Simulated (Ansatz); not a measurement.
We consider rock-salt HfC, described by PBEsol (Ansatz, a quantum-chemistry and plane-wave program, PAW).

Run with plane-wave cutoff 520 eV, 16×16×16 k mesh, Fermi–Dirac smearing 0.1 eV, perturbation theory, force constants from a 4×4×4 q mesh, scalar-relativistic PAW data made under PBE.

Quasi-harmonic results against temperature at zero pressure (zero-point motion included, B isothermal):

| T (K) | a (Å) | linear α (10⁻⁶/K) | B (GPa) | C_P (J/K per mol of atoms) | Grüneisen γ |
|---|---|---|---|---|---|
| 100 | 4.6154 | 2.61 | 243.8 | 8.52 | 1.66 |
| 300 | 4.6194 | 5.63 | 240.0 | 19.13 | 1.59 |
| 400 | 4.6222 | 6.30 | 237.6 | 21.46 | 1.57 |
| 500 | 4.6252 | 6.72 | 235.2 | 22.84 | 1.57 |
| 700 | 4.6317 | 7.24 | 230.0 | 24.34 | 1.57 |
| 900 | 4.6386 | 7.60 | 224.7 | 25.19 | 1.58 |
| 1000 | 4.6421 | 7.76 | 222.0 | 25.51 | 1.58 |

The crystal is taken as a harmonic solid at every temperature: melting, phase changes and anharmonicity beyond the change of volume are not seen, nor the electrons' share in a metal.
